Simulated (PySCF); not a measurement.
Thietane 1-oxide, C3H6OS.
Atom-mapped SMILES: `[O:1]=[S:2]1[CH2:3][CH2:4][CH2:5]1` (hydrogens: H6, H7 on C3; H8, H9 on C4; H10, H11 on C5)

Structure used (PBE0-D3(BJ)/def2-SVP), in Å, numbered top down from 1:
```
atom  x, y, z in Å
O1     2.004   -1.279   -1.003
S2     0.748   -0.495   -1.195
C3    -0.569   -0.972    0.028
C4    -0.794    0.503    0.360
C5     0.624    0.933   -0.011
H6    -0.033   -1.513    0.822
H7    -1.397   -1.578   -0.366
H8    -1.117    0.727    1.387
H9    -1.529    0.949   -0.328
H10    1.360    0.710    0.777
H11    0.801    1.930   -0.439
```

The closed-shell ground state was solved at several levels (PySCF, density fitting, gas phase, non-relativistic).

```
            level  basis functions  total energy (Eh)  HOMO (eV)  LUMO (eV)  gap (eV)  dipole (D)
    PBE0/pcSseg-1              122          -590.8759      -6.58       0.42      7.00        4.12
wB97X-D/def2-SVPD              158          -590.9633      -8.57       1.82     10.39        4.47
```

(1) What might CAM-B3LYP/pcSseg-2 (271 basis functions) give for the same quantities?

(2) Over all these levels, which gives the widest orbital gap and which the narrowest?

(3) How far do the dipole and the HOMO energy spread over the levels?

Results:

(1) Total energy -591.3101 Eh, HOMO -8.07 eV, LUMO 0.94 eV, gap 9.01 eV, dipole 4.42 D.

(2) wB97X-D/def2-SVPD (range-separated hybrid) has the widest, 10.39 eV, and PBE0/pcSseg-1 (global hybrid, 25 % exact exchange) the narrowest, 7.00 eV. Functional and basis both differ between the two, so the spread mixes both effects.

(3) The dipole runs from 4.12 to 4.47 D (mean 4.34 D) and the HOMO from -8.57 to -6.58 eV.

One conformer stands for the species.

Note: wB97X-D ran without an empirical dispersion term, which enters the total energy and its gradient alone.
